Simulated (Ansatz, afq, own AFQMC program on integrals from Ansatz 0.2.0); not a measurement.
# CH4 (singlet): quantum Monte Carlo beside coupled cluster at scale of all distances = 0.891, 6-31G

An exercise on one series of results from a longer session: the logs are not shown, and one member is left open.

Program: Ansatz 0.2.0, Gaussian basis, and an in-house AFQMC program (afq) on its integrals; all values are calculated. Level of theory: 6-31G, frozen cores. These are calculated values, not measurements.

To be run: Full CI; PBE (unrestricted); r2SCAN (unrestricted); PBE0 (unrestricted); B3LYP (unrestricted); wB97M-V (unrestricted); B2PLYP (unrestricted); CCSD(T) on RHF; Full CI; CCSDT(Q) on RHF; CCSDTQ on RHF; Phaseless AFQMC, CISD trial on RHF; Phaseless AFQMC, first-order trial on RHF; UHF.

5 further runs of the same task are left out: 1 for a known fault of the program, 4 that didn't finish.

## The system

The geometry derives from a PBE0/def2-TZVP stationary point (not a proven minimum). All distances are scaled together.

5 atoms, charge 0, spin multiplicity 1.

Atoms are counted from 1 here; the program's logs count them from 0.

Bond lengths: C1–H2 0.971 Å, C1–H3 0.971 Å, C1–H4 0.971 Å, C1–H5 0.971 Å. Angles: H2–C1–H3 109.5°, H2–C1–H4 109.5°, H2–C1–H5 109.5°, H3–C1–H4 109.5°, H3–C1–H5 109.5°, H4–C1–H5 109.5°.

As a file:

```mol
CH4
  3D, bonds by distance, orders not assigned

  5  4  0  0  0  0  0  0  0  0999 V2000
    0.0000    0.0000    0.0000 C   0  0
    0.5596    0.5613    0.5606 H   0  0
   -0.5627   -0.5584    0.5604 H   0  0
   -0.5583    0.5597   -0.5636 H   0  0
    0.5615   -0.5626   -0.5575 H   0  0
  1  2  8  0
  1  3  8  0
  1  4  8  0
  1  5  8  0
M  END
```

The first run:

in.yaml reads:

```yaml
crystal:
  periodic: [false, false, false]
  atoms:
    - {symbol: C, position_ang: [0.000000, 0.000000, 0.000000]}
    - {symbol: H, position_ang: [0.559581, 0.561340, 0.560637]}
    - {symbol: H, position_ang: [-0.562739, -0.558418, 0.560394]}
    - {symbol: H, position_ang: [-0.558295, 0.559695, -0.563555]}
    - {symbol: H, position_ang: [0.561453, -0.562617, -0.557476]}
basis:
  gaussian: {orbitals: 6-31G}
correlation: {method: fci, electrons: outside_noble_gas}
```

Command:

```bash
$ ansatz run in.yaml --threads 1 --pin off --events-out ev --progress --plain --max-ram 24576MiB --backend cuda --devices 0, --max-vram 18GiB
```

Among the steps run: Full CI; PBE (unrestricted); r2SCAN (unrestricted); PBE0 (unrestricted); B3LYP (unrestricted); wB97M-V (unrestricted); B2PLYP (unrestricted); CCSD(T) on RHF; CCSDT(Q) on RHF; CCSDTQ on RHF; Phaseless AFQMC, CISD trial on RHF; Phaseless AFQMC, first-order trial on RHF (settings varied); UHF.

One of the session's tables, all rows but one given; the rest of the session is left out.

It belongs to the step «AFQMC on the ladder». On the RHF determinant, counted from full CI (exact for this spin and basis):

```
                                                     level  from full CI (kJ/mol)
                                                        HF                 +284.6
                                                       MP2                      ?
                                                      CCSD                   +3.8
                                                   CCSD(T)                   +0.6
                                                  CCSDT(Q)                    0.0
                                                    CCSDTQ                    0.0
                                                   full CI                    0.0
     Phaseless AFQMC, CISD trial, step 0.005, 4000 walkers                   -0.2
Phaseless AFQMC, first-order trial, step 0.01, 160 walkers                   -0.2
```

**Question.** Estimate the row for MP2.

As computed: from full CI (kJ/mol): +47.6. In the column «from full CI (kJ/mol)» it lies between CCSD (+3.8) and HF (+284.6).

Caveats from the session: On RHF the phaseless walk with the CISD trial lies -0.2 kJ/mol from full CI, within three error bars.
